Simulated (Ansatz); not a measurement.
**H₂O₂ (triplet): wave-function methods side by side at distance O1–H3 along a hydrogen transfer = 1.531 Å, cc-pVDZ**

How much of the correlation energy of H₂O₂ (triplet) does each wave-function method recover here?

Program: Ansatz 0.2.0, Gaussian basis. Level of theory: cc-pVDZ, core rule «outside noble gas», up to 2 orbitals frozen. These are calculated values, not measurements.

To be run: UHF; CCSD(T) on ROHF; CCSD(T) on UHF; BCCD(T) on ROHF; CISD; CCSDT(Q) on ROHF; CCSDT(Q) on UHF; CASSCF and MRCISD+Q, 4 electrons in 4 orbitals; CASSCF and NEVPT2, 4 electrons in 4 orbitals; CASSCF and MRCISD+Q, 14 electrons in 10 orbitals; CASSCF and NEVPT2, 14 electrons in 10 orbitals.

9 further runs of the same task are left out: 8 that didn't finish, 1 set aside as unsound or not needed.

### 1 What is computed

The geometry derives from fragments relaxed apart (PBE0/def2-TZVP) and kept rigid, so it is no stationary point. A hydrogen atom is moved between rigid fragments.

4 atoms, charge 0, spin multiplicity 3.

Atoms are counted from 1 here; the program's logs count them from 0.

Bond lengths: O1–H2 0.960 Å, H3–O4 0.990 Å.

### 2 UHF

File in.yaml:

```yaml
crystal:
  periodic: [false, false, false]
  atoms:
    - {symbol: O, position_ang: [-1.223776, -0.027457, 0.000000]}
    - {symbol: H, position_ang: [-1.473086, 0.899119, 0.000000]}
    - {symbol: H, position_ang: [0.307224, -0.027457, 0.000000]}
    - {symbol: O, position_ang: [1.297224, -0.027457, 0.000000]}
basis:
  gaussian: {orbitals: cc-pVDZ}
magnetization: {spin_polarized: true, initial_magnetization: 2}
hamiltonian: {xc: hf}
output: {orbitals: {seedname: orbitals}}
```

On the command line:

```sh
ansatz run in.yaml --threads 1 --pin off --events-out ev --progress --plain --max-ram 2393MiB
```

Further steps of the session: CCSD(T) on ROHF; CCSD(T) on UHF; BCCD(T) on ROHF; CISD; CCSDT(Q) on ROHF; CCSDT(Q) on UHF; CASSCF and MRCISD+Q, 4 electrons in 4 orbitals; CASSCF and NEVPT2, 4 electrons in 4 orbitals; CASSCF and MRCISD+Q, 14 electrons in 10 orbitals; CASSCF and NEVPT2, 14 electrons in 10 orbitals.

Q: Predict the results of all the runs planned. Wanted: UCCSDT(Q) below the RHF energy; RMP2 from UCCSDT(Q); UMP2 from UCCSDT(Q); RCCSD from UCCSDT(Q); RCCSD(T) from UCCSDT(Q); UCCSD(T) from UCCSDT(Q); RCCSDT(Q) from UCCSDT(Q); NEVPT2 pair from UCCSDT(Q); MRCISD+Q pair from UCCSDT(Q).

**Answer**, as computed:

| quantity | value |
| --- | --- |
| UCCSDT(Q) below the RHF energy | -9.3528 eV |
| RMP2 from UCCSDT(Q) | +909.7 meV |
| UMP2 from UCCSDT(Q) | +914.5 meV |
| RCCSD from UCCSDT(Q) | +143.2 meV |
| RCCSD(T) from UCCSDT(Q) | +29.4 meV |
| UCCSD(T) from UCCSDT(Q) | +28.0 meV |
| RCCSDT(Q) from UCCSDT(Q) | +1.5 meV |
| NEVPT2 pair from UCCSDT(Q) | +833.6 meV |
| MRCISD+Q pair from UCCSDT(Q) | +50.6 meV |
| NEVPT2 valence from UCCSDT(Q) | +1245.8 meV |
| levels within 1 kcal/mol (43 meV) | RCCSD(T), UCCSD(T), BCCD(T), RCCSDT, UCCSDT, RCCSDT(Q) |
| T1 diagnostic | 0.014 |
| effectively unpaired electrons | 2.01 |

**Reading.** RCCSD(T) lands +29.4 meV from the yardstick (0.3 % of the correlation energy). One determinant dominates. Of the multireference levels listed MRCISD+Q valence comes nearest in total energy (+43.9 meV), which doesn't show that its space is the better one. These misses are within one basis, not against nature; the frozen cores of restricted and unrestricted runs differ, which can shift their rows.
